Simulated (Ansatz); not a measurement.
SiH2 (SMILES [SiH2]) moved off its minimum; all values from Ansatz (a program for electronic structure), cores frozen in correlated methods. Open shells are unrestricted.
(charge 0, multiplicity 3)
```xyz
3

Si     0.01431     0.08497     0.01027
H     -1.26614    -0.72081    -0.04344
H      1.27400    -0.63864    -0.03440
```

Task: Give the forces (eV/Å), the total energy and the dipole at CCSD(T)/aug-cc-pV(T+d)Z.

Result: 
```
atom      Fx      Fy      Fz
----  ------  ------  ------
Si1   -0.915  -0.036  -0.004
H2     0.428   0.292   0.019
H3     0.487  -0.256  -0.016
```
Energy -290.1415 hartree, dipole 0.08 D.
